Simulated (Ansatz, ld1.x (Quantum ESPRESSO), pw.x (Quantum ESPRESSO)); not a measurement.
# What a changed setting does to a pw.x run (fcc Rh)

Potential: norm-conserving Troullier–Martins (Kleinman–Bylander form), ld1.x (Quantum ESPRESSO) 7.5, PBE; core [Kr], reference 4d8 5s0.5 5p0.5; waves: 5p (bound): rc 2.85 bohr; 4d (bound): rc 1.60 bohr; 4f channel at 0.35 Ry: rc 2.65 bohr; 5s (bound): rc 1.85 bohr; local part: the s channel; core correction: a·sin(br)/r model core inside 1.60 bohr.

The reference run (k-mesh 15³, cutoffs 85/340 Ry, Fermi–Dirac 0.01 Ry, mixing_beta 0.4, conv_thr 1e-9, no spin) gives 1.58 GPa at 14.122 Å³/atom, where all-electron LAPW gives -0.63 GPa. This run, with its own iteration cap, changes smearing to mv.

```
&control
  calculation='scf', prefix='x', pseudo_dir='./', outdir='./tmp', tstress=.true., disk_io='none'
/
&system
  ibrav=0, nat=1, ntyp=1, ecutwfc=85, ecutrho=340, nbnd=12,
  occupations='smearing', smearing='mv', degauss=0.01
/
&electrons
  conv_thr=1e-09, mixing_beta=0.4, electron_maxstep=70
/
ATOMIC_SPECIES
Rh 1.0 Rh.UPF
CELL_PARAMETERS angstrom
  0.00000000 1.91847173 1.91847173
  1.91847173 0.00000000 1.91847173
  1.91847173 1.91847173 0.00000000
ATOMIC_POSITIONS crystal
Rh 0.0000 0.0000 0.0000
K_POINTS automatic
15 15 15 0 0 0
```

```bash
pw.x < Rh.scf.in > Rh.scf.out
```

Problem. How does the run end?

Solution. It converges in 6 iterations; the free energy moves by +41.5 meV/atom and the pressure by -0.90 GPa. This scheme is built to cancel the term in the square of the width that Fermi–Dirac smearing leaves in the F of a metal.

```
Message from routine setup:
     using ibrav=0 with symmetry is DISCOURAGED, use correct ibrav instead
     lattice parameter (alat)  =       5.1271  a.u.
     unit-cell volume          =      95.3000 (a.u.)^3
     number of electrons       =         9.00
     number of Kohn-Sham states=           12
     kinetic-energy cutoff     =      85.0000  Ry
     charge density cutoff     =     340.0000  Ry
     scf convergence threshold =      1.0E-09
     Exchange-correlation= PBE
     number of k points=   120  Marzari-Vanderbilt smearing, width (Ry)=  0.0100
     iteration #  1     ecut=    85.00 Ry     beta= 0.40
     total energy              =     -49.27281051 Ry
     estimated scf accuracy    <       0.17968953 Ry
     iteration #  2     ecut=    85.00 Ry     beta= 0.40
     total energy              =     -49.29872409 Ry
     estimated scf accuracy    <       0.00290242 Ry
     iteration #  3     ecut=    85.00 Ry     beta= 0.40
     total energy              =     -49.29948282 Ry
     estimated scf accuracy    <       0.00019121 Ry
     iteration #  4     ecut=    85.00 Ry     beta= 0.40
     c_bands:  1 eigenvalues not converged
     total energy              =     -49.29949315 Ry
     estimated scf accuracy    <       0.00000824 Ry
     iteration #  5     ecut=    85.00 Ry     beta= 0.40
     total energy              =     -49.29949500 Ry
     estimated scf accuracy    <       0.00000007 Ry
     iteration #  6     ecut=    85.00 Ry     beta= 0.40
     the Fermi energy is    15.7424 ev
!    total energy              =     -49.29949505 Ry
     estimated scf accuracy    <          1.0E-09 Ry
     smearing contrib. (-TS)   =      -0.00018978 Ry
     The total energy is F=E-TS. E is the sum of the following terms:
     one-electron contribution =      12.23403222 Ry
     hartree contribution      =       4.16651178 Ry
     xc contribution           =     -14.48132897 Ry
     ewald contribution        =     -51.21852030 Ry
     convergence has been achieved in   6 iterations
          total   stress  (Ry/bohr**3)                   (kbar)     P=        6.83
     Message from routine punch:
     Nothing written, as per user request (disk_io='none')
```

The run took about 14 s on one core of a shared host (Neoverse-V1, 32 threads, 247 GiB, load 32).
